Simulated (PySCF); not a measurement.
**Continuum solvent and chemical shifts**

Atom-mapped SMILES (the numbers label the heavy atoms): `[C-:1]#[N+:2][CH2:3][CH3:4]`. Each H is labelled by its parent atom.

GIAO PBE0/pcSseg-1 in PySCF 2.14 on one PBE0-D3(BJ)/def2-SVP conformer, non-relativistic, equivalent nuclei averaged. Solvents enter as an IEF-PCM continuum (chloroform with ε = 4.7, water with ε = 78.4) around the gas-phase geometry. Shifts are referred to TMS computed in the same medium.

Gas phase, δ in ppm: C1 181.8, C3 35.8, C4 17.9, H(C3) 3.27, H(C4) 1.36. Dipole moment 3.86 D.

(1) How does each δ change in the continuum?

(2) Which nuclei move most (in ppm), and what does the model miss?

Results:

(1) 
```tsv
atoms	environment	Δδ, chloroform	Δδ, water
C1	isocyanide carbon	-6.3	-8.7
C3	sp3 CH2 bonded to N	+1.2	+1.7
C4	methyl carbon	+0.2	+0.3
H(C3)	hydrogen on an sp3 CH2 bonded to N	+0.19	+0.28
H(C4)	hydrogen on a methyl carbon	+0.06	+0.07
```

Changes are relative to the gas phase. The dipole moment becomes 4.58 D in chloroform, 4.86 D in water.

(2) C1 (isocyanide carbon, -8.7 ppm) in water. A continuum only polarises the solute; specific hydrogen bonds, the anisotropy of aromatic solvents and changes of geometry or conformer are outside it.
